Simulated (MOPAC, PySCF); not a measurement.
BF₃, SMILES `FB(F)F`, neutral singlet in the gas phase. 

Cartesian coordinates (Å):
SMILES: FB(F)F
```xyz
4

F      1.1776    -0.5816     0.0769
B      0.0000     0.0000     0.0000
F     -1.0914    -0.7312    -0.0706
F     -0.0861     1.3128    -0.0064
```
Charge 0, multiplicity 1.

All levels are single points at this geometry (B3LYP-D3(BJ)/def2-TZVP); Pople sets use spherical d functions. Orbital energies aren't observables, and empty levels follow the basis.

```tsv
level	HOMO (eV)	LUMO (eV)	gap (eV)	dipole (D)	vertical IE, Delta-SCF (eV)
B3LYP-D3(BJ)/def2-TZVP in PySCF	-11.90	0.03	11.93	0.00	15.21
B3LYP/6-311+G** in PySCF	-12.00	-0.49	11.50	0.00	–
BP86/6-31G* in PySCF	-9.46	0.18	9.64	0.00	–
HF/6-31G* in PySCF	-17.70	5.47	23.17	0.00	16.34
HF/STO-3G in PySCF	-13.01	9.22	22.23	0.00	–
PM3 in MOPAC	-17.24	-0.56	16.68	0.00	–
```
